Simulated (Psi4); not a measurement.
**UMP2/aug-cc-pVDZ run of AlNH2Cl (SMILES [NH2][Al][Cl])**

Aim: the vertical electron affinity of AlNH2Cl at UMP2/aug-cc-pVDZ, from 2 runs. Input form: a Python script.

The calculation is run with Psi4 1.11.

2 further runs of the same task are left out: 2 set aside as unsound or not needed.

### Step 1. Starting point

AlNH2Cl: 5 atoms, total charge 0, spin state doublet. As SMILES, `[NH2][Al][Cl]`. Geometry: relaxed at PBE0-D4/def2-TZVP. This is one conformer, not always the lowest.

Bond lengths: N1–Al2 1.765 Å, Al2–Cl3 2.116 Å, N1–H4 1.007 Å, N1–H5 1.009 Å. Angles: N1–Al2–Cl3 116.7°, Al2–N1–H4 124.9°, Al2–N1–H5 124.1°, H4–N1–H5 111.0°.

### Step 2. A single-point energy at UMP2/aug-cc-pVDZ

Input file alclh2n.xyz:

```xyz
5
AlClH2N
N     -0.549400     0.461700    -0.232000
Al     0.402600    -0.291600     1.049100
Cl     1.907000    -1.649700     0.440800
H     -1.293600     1.123300    -0.083500
H     -0.416600     0.282700    -1.215900
```

Input file calc.py:

```python
import psi4

psi4.set_memory('1600 MB')
psi4.set_num_threads(1)
psi4.set_output_file('run.log', False)

with open('alclh2n.xyz') as f:
    atoms = ''.join(f.readlines()[2:])
molecule = psi4.geometry('0 2\n' + atoms + 'symmetry c1\nno_reorient\nno_com')

psi4.set_options({
    'reference': 'uhf',
    'puream': True,
    'e_convergence': 1e-09,
    'd_convergence': 1e-08,
    'scf_type': 'pk',
    'num_frozen_docc': 11,
    'mp2_type': 'conv',
    'maxiter': 200,
})

energy_value = psi4.energy('mp2/aug-cc-pVDZ')
print('E =', round(energy_value, 9))
for k, v in sorted(psi4.core.scalar_variables().items()):
    print(f'{k:45s} {v:18.10f}')
```

Launch:

```
$ python calc.py
```

run.log:

```text
[...]
  Running in c1 symmetry.
[...]
  Nuclear repulsion =  119.524169334353630
[...]
  Multiplicity = 2
[...]
  Nalpha       = 20
  Nbeta        = 19
[...]
    Number of basis functions: 95
[...]
   @UHF iter   1:  -756.97183863219198   -6.66074e-01   5.91949e-03 DIIS/ADIIS
[...]
   @UHF iter  14:  -757.13099548438890   -4.77485e-12   6.78071e-09 DIIS
[...]
   @S^2 Observed:                7.528271086E-01
[...]
    Orbital Energies [Eh]
    ---------------------
    Alpha Occupied:
       1A   -104.809793     2A    -58.524765     3A    -15.548676
       4A    -10.538236     5A     -8.006310     6A     -8.002893
       7A     -8.002743     8A     -4.937173     9A     -3.251739
      10A     -3.248195    11A     -3.247650    12A     -1.126533
      13A     -1.072394    14A     -0.655264    15A     -0.618292
      16A     -0.527197    17A     -0.463491    18A     -0.462131
      19A     -0.409293    20A     -0.326836
    Alpha Virtual:
      21A      0.028244    22A      0.031120    23A      0.035426
      24A      0.046297    25A      0.072314    26A      0.072553
[...]
  @UHF Final Energy:  -757.13099548438890
   => Energetics <=
    Nuclear Repulsion Energy =            119.5241693343536298
    One-Electron Energy =               -1286.1881864921845136
    Two-Electron Energy =                 409.5330216734419082
    Total Energy =                       -757.1309954843889045
  UHF NO Occupations:
  HONO-2 :   18  A 1.9994287
  HONO-1 :   19  A 1.9993543
[...]
 Multipole Moments:
 ------------------------------------------------------------------------------------
     Multipole            Electronic (a.u.)      Nuclear  (a.u.)        Total (a.u.)
 ------------------------------------------------------------------------------------
 L = 1.  Multiply by 2.5417464519 to convert [e a0] to [Debye]
 Dipole X            :        -61.3631711           60.6541615           -0.7090096
 Dipole Y            :         52.0202359          -51.3963932            0.6238426
 Dipole Z            :        -34.3744293           34.4090782            0.0346489
 Magnitude           :                                                    0.9450263
[...]
	SCS-MP2 Total Energy (a.u.)        :  -757.49562114352102
	SOS-MP2 Total Energy (a.u.)        :  -757.46298378909773
	SCSN-MP2 Total Energy (a.u.)       :  -757.30332071574367
[...]
	SOS-PI-MP2 Total Energy (a.u.)     :  -757.51831517321591
[...]
	MP2 Total Energy (a.u.)            :  -757.50556446824942
[...]
```

Standard output:

```text
E = -757.505564468
CURRENT CORRELATION ENERGY                         -0.3745689839
CURRENT ENERGY                                   -757.5055644682
CURRENT REFERENCE ENERGY                         -757.1309954844
DD SOLVATION ENERGY                                 0.0000000000
HF KINETIC ENERGY                                 757.0976104775
HF POTENTIAL ENERGY                             -1514.2286059619
HF TOTAL ENERGY                                  -757.1309954844
HF VIRIAL RATIO                                     2.0000440960
MP2 CORRELATION ENERGY                             -0.3745689839
MP2 DOUBLES ENERGY                                 -0.3745689839
MP2 OPPOSITE-SPIN CORRELATION ENERGY               -0.2766569206
MP2 SAME-SPIN CORRELATION ENERGY                   -0.0979120633
MP2 SINGLES ENERGY                                  0.0000000000
MP2 TOTAL ENERGY                                 -757.5055644682
NUCLEAR REPULSION ENERGY                          119.5241693344
ONE-ELECTRON ENERGY                             -1286.1881864922
PCM POLARIZATION ENERGY                             0.0000000000
PE ENERGY                                           0.0000000000
SCF ITERATION ENERGY                             -757.1309954844
SCF ITERATIONS                                     14.0000000000
SCF TOTAL ENERGY                                 -757.1309954844
SCS(N)-MP2 CORRELATION ENERGY                      -0.1723252314
SCS(N)-MP2 TOTAL ENERGY                          -757.3033207157
SCS-MP2 CORRELATION ENERGY                         -0.3646256591
SCS-MP2 TOTAL ENERGY                             -757.4956211435
SCS-MP2-VDW CORRELATION ENERGY                     -0.4030768900
SCS-MP2-VDW TOTAL ENERGY                         -757.5340723744
SOS-MP2 CORRELATION ENERGY                         -0.3319883047
SOS-MP2 TOTAL ENERGY                             -757.4629837891
SOS-PI-MP2 CORRELATION ENERGY                      -0.3873196888
SOS-PI-MP2 TOTAL ENERGY                          -757.5183151732
TWO-ELECTRON ENERGY                               409.5330216734
```

Run time: 13 s. Hardware: 1 thread of Intel Xeon Platinum 8488C (Sapphire Rapids), shared host; peak memory 0.57 GiB.

### Step 3. The singlet anion

alclh2n.xyz is that of step 2.

Input file run.py:

```python
import psi4

psi4.set_memory(1600000000)
psi4.set_num_threads(1)
psi4.core.set_output_file('output.dat', False)

with open('alclh2n.xyz') as f:
    atoms = ''.join(f.readlines()[2:])
m = psi4.geometry('-1 1\n' + atoms + 'symmetry c1\nno_reorient\nno_com')

options = {'basis': 'aug-cc-pVDZ', 'reference': 'rhf', 'puream': True, 'e_convergence': 1e-09, 'd_convergence': 1e-08, 'scf_type': 'pk', 'num_frozen_docc': 11, 'mp2_type': 'conv'}
psi4.set_options(options)

result = psi4.energy("mp2", molecule=m)
print('E =', round(result, 9))
```

Launch:

```
$ python run.py
```

output.dat:

```text
[...]
  Running in c1 symmetry.
[...]
  Nuclear repulsion =  119.524169334353630
[...]
  Multiplicity = 1
[...]
  Nalpha       = 20
  Nbeta        = 20
[...]
    Number of basis functions: 95
[...]
   @RHF iter   1:  -756.93604784908996   -6.30283e-01   6.48665e-03 ADIIS/DIIS
[...]
   @RHF iter  12:  -757.13672049640581   -1.42109e-11   4.56458e-09 DIIS
[...]
    Orbital Energies [Eh]
    ---------------------
    Doubly Occupied:
       1A   -104.629954     2A    -58.289030     3A    -15.367050
       4A    -10.359846     5A     -7.826497     6A     -7.824734
       7A     -7.824579     8A     -4.700841     9A     -3.014288
      10A     -3.012583    11A     -3.012212    12A     -0.949044
      13A     -0.894789    14A     -0.479889    15A     -0.424015
      16A     -0.342939    17A     -0.290752    18A     -0.287466
      19A     -0.232915    20A     -0.042227
[...]
  @RHF Final Energy:  -757.13672049640581
   => Energetics <=
    Nuclear Repulsion Energy =            119.5241693343536298
    One-Electron Energy =               -1293.7104840593083281
    Two-Electron Energy =                 417.0495942285489264
    Total Energy =                       -757.1367204964057009
[...]
 Multipole Moments:
 ------------------------------------------------------------------------------------
     Multipole            Electronic (a.u.)      Nuclear  (a.u.)        Total (a.u.)
 ------------------------------------------------------------------------------------
 L = 1.  Multiply by 2.5417464519 to convert [e a0] to [Debye]
 Dipole X            :        -61.9385307           60.6541615           -1.2843692
 Dipole Y            :         52.3439910          -51.3963932            0.9475978
 Dipole Z            :        -37.3738393           34.4090782           -2.9647611
 Magnitude           :                                                    3.3670988
[...]
	SCS-MP2 Total Energy (a.u.)        :  -757.53396075453043
	SOS-MP2 Total Energy (a.u.)        :  -757.52947980593478
	SCSN-MP2 Total Energy (a.u.)       :  -757.31990060916837
[...]
	SOS-PI-MP2 Total Energy (a.u.)     :  -757.55969206051395
[...]
	MP2 Total Energy (a.u.)            :  -757.54292265172160
[...]
```

On the terminal:

```text
E = -757.542922652
```

Run time: 12 s. Hardware: 1 thread of Intel Xeon Platinum 8488C (Sapphire Rapids), shared host; peak memory 0.51 GiB.

### Step 4. Summary of results

Level: UMP2/aug-cc-pVDZ, 11 core orbitals frozen.

```
                                                                   quantity          value
                                              doublet AlNH2Cl: total energy  -757.50556 Eh
doublet AlNH2Cl: HOMO energy (Hartree–Fock orbitals) (highest over α and β)       -8.89 eV
 doublet AlNH2Cl: LUMO energy (Hartree–Fock orbitals) (lowest over α and β)        0.22 eV
              doublet AlNH2Cl: correlation energy (11 core orbitals frozen)     -374.6 mEh
                         doublet AlNH2Cl: ⟨S²⟩ of the reference determinant          0.753
                                                singlet anion: total energy  -757.54292 Eh
                         singlet anion: HOMO energy (Hartree–Fock orbitals)       -1.15 eV
                         singlet anion: LUMO energy (Hartree–Fock orbitals)        3.54 eV
       singlet anion: HOMO–LUMO gap (to an unbound level, set by the basis)        4.69 eV
                singlet anion: correlation energy (11 core orbitals frozen)     -406.2 mEh
                          vertical electron affinity (to the singlet anion)       1.017 eV
```

In words: At fixed nuclei the extra electron is bound by 1.02 eV (98 kJ/mol).
